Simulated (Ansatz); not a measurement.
## What each rung costs, and what it gives

The pair of H₂O (SMILES O, atoms 1–3) and CH₄S (SMILES CS, atoms 4–9), both closed shells, in one local arrangement (a lower one may exist), relaxed at PBE0-D4/def2-TZVP:

| atom | x (Å) | y (Å) | z (Å) |
| --- | --- | --- | --- |
| O1 | 0.1818 | 0.0787 | -2.3679 |
| H2 | 0.6067 | 0.8175 | -2.8102 |
| H3 | -0.5584 | -0.1634 | -2.9294 |
| C4 | 0.1269 | -0.3676 | 1.7435 |
| S5 | -0.8500 | 0.8962 | 0.8997 |
| H6 | -0.1637 | -1.3694 | 1.4293 |
| H7 | -0.0788 | -0.2628 | 2.8088 |
| H8 | 1.1937 | -0.2209 | 1.5784 |
| H9 | -0.4584 | 0.5917 | -0.3523 |

Interaction energies are counterpoise-corrected; the time is that of the whole pair.

Computed with Ansatz 0.2.0 (basis: as named in each row); correlated methods freeze the cores. B3LYP uses VWN-RPA correlation. Extrapolation: Hartree–Fock as exp(−7.88 √X), correlation as X^−2.97.

Times are rough, for one single point on 4 threads of a shared host (Arm Neoverse V1).

The estimate by CCSD(T) at an estimated basis limit (MP2 extrapolated from triple and quadruple zeta, plus CCSD(T) − MP2 in triple zeta) is -9.3 kJ/mol.

| method | basis | time (s) | interaction energy (kJ/mol) | method less estimate |
| --- | --- | --- | --- | --- |
| HF | STO-3G | under 1 | 2.4 | 11.7 |
| PBE-D4 | STO-3G | under 1 | -11.7 | -2.4 |
| SPW92 | def2-SVP | under 1 | -21.3 | -12.0 |
| PBE-D4 | def2-SVP | under 1 | -14.4 | -5.1 |
| B3LYP-D4 | 6-31G | under 1 | -16.9 | -7.6 |
| PBE0-D4 | def2-SVP | under 1 | -13.7 | -4.4 |
| CCSD(T) | def2-SVP | under 1 | -6.0 | 3.3 |
| PBE-D4 | def2-TZVPPD | 1 | -11.2 | -1.9 |
| revPBE-D4 | def2-TZVPPD | 1 | -8.3 | 1.0 |
| BLYP-D4 | def2-TZVPPD | 2 | -8.7 | 0.6 |
| PBE0-D4 | def2-TZVPPD | 2 | -10.6 | -1.3 |
| HSE06-D4 | def2-TZVPPD | 2 | -10.6 | -1.3 |
| B3LYP-D4 | def2-TZVPPD | 2 | -9.4 | -0.1 |
| wB97M-V | def2-SVP | 2 | -11.3 | -2.0 |
| r2SCAN-D4 | def2-TZVPPD | 3 | -9.9 | -0.6 |
| B2PLYP | def2-TZVPPD | 3 | -7.3 | 2.0 |
| wB97X-V | def2-TZVPPD | 4 | -9.3 | 0.0 |
| B97M-V | def2-TZVPPD | 6 | -9.9 | -0.6 |
| wB97M-V | def2-TZVPPD | 6 | -8.9 | 0.4 |
| MP2 | def2-QZVPPD | 11 | -9.5 | -0.2 |
| CCSD(T) | def2-TZVPPD | 47 | -8.0 | 1.3 |

No T1 diagnostic of these runs exceeds 0.011.
